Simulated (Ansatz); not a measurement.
# H2OSi, SMILES O=[SiH2]: an active-space calculation

Computed with Ansatz 0.2.0 through its Python package.

Run as a notebook:

**Cell 1**
```python
import ansatz as az
```

**Cell 2**
```python
geometry_ang = [
    ("O", (-0.28145, 0.41089, 1.46164)),
    ("Si", (-0.00754, 0.01094, 0.03795)),
    ("H", (0.43073, -1.312, -0.38447)),
    ("H", (-0.14173, 0.89018, -1.11512)),
]
molecule = az.Crystal.molecule()
for symbol, xyz in geometry_ang:
    molecule = molecule.atom(symbol, xyz)
```

**Cell 3**
```python
calculation = (
    molecule.calculation()
    .basis(gaussian="cc-pVDZ")
    .correlation(active_electrons=6, active_orbitals=6)
)
for method in [None, "sc_nevpt2"]:
    r = (calculation if method is None else calculation.correlation(method)).run(threads=1, backend="cpu").report
    space = r["configurations"]
    state = space["states"][0]
    print(method or "casscf", f"total {r['free_energy_ev'] / 27.211386246:.6f} Ha, active-space state {state['energy']['hartree']:.6f} Ha, mean field {r['reference_energy_ev'] / 27.211386246:.6f} Ha")
    print("  determinants", state["n_determinants"], " natural occupations", [round(n, 3) for n in space["natural_occupations"]])
print("effectively unpaired electrons, sum of min(n, 2 - n):", round(sum(min(n, 2 - n) for n in space["natural_occupations"]), 3))
```
Output:
```text
casscf total -365.036811 Ha, active-space state -365.036811 Ha, mean field -364.925252 Ha
  determinants 400  natural occupations [1.972, 1.971, 1.953, 0.047, 0.029, 0.028]
sc_nevpt2 total -365.197028 Ha, active-space state -365.036801 Ha, mean field -364.925252 Ha
  determinants 400  natural occupations [1.972, 1.971, 1.953, 0.047, 0.029, 0.028]
effectively unpaired electrons, sum of min(n, 2 - n): 0.207
```

What to keep in mind:
- Total energies depend on the basis set; only differences at equal settings carry meaning.
- The geometry is a force-field or estimated start, not a minimum of this method, and the basis set is short of its limit. The active space starts as a window about the frontier orbitals and is then optimised, not chosen by chemistry.
- The whole script took 3.3 s on 1 thread of Arm Neoverse V1, on a shared host, peak memory 0.14 GiB.
